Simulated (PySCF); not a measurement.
Bonds (- single, = double, # triple, : aromatic): C1=C2, C2-C3, C3=O4, C3-O5, O5-C6. C1 carries H7, H8; C2 carries H9; C6 carries H10, H11, H12. H7 is cis to C3; H8 is trans to C3.

GIAO shifts from PySCF on PBE0-D3(BJ)/def2-TZVP geometries (one conformer, non-relativistic, equivalent nuclei averaged), against TMS at the same level and in the same medium; PCM means IEF-PCM chloroform.

Measured (solution, not stated per compound (mostly CDCl3 or CCl4); Pretsch, Buehlmann, Badertscher, Structure Determination of Organic Compounds, 4th ed. (2009)): H9 6.12, H8 5.83, H7 6.41 ppm.

Question: Which unscaled values do B97-2/pcSseg-2, gas; WP04/pcSseg-2, PCM; wB97X-D/pcSseg-2, PCM give, and how close are they?

Answer: 
| atoms | measured | B97-2/pcSseg-2, gas | WP04/pcSseg-2, PCM | wB97X-D/pcSseg-2, PCM |
| --- | --- | --- | --- | --- |
| H9 | 6.12 | 6.45 | 6.36 | 6.64 |
| H8 | 5.83 | 6.07 | 6.13 | 6.47 |
| H7 | 6.41 | 7.02 | 6.83 | 7.19 |

Mean absolute error for 1H: B97-2/pcSseg-2, gas 0.39, WP04/pcSseg-2, PCM 0.32, wB97X-D/pcSseg-2, PCM 0.65 ppm.
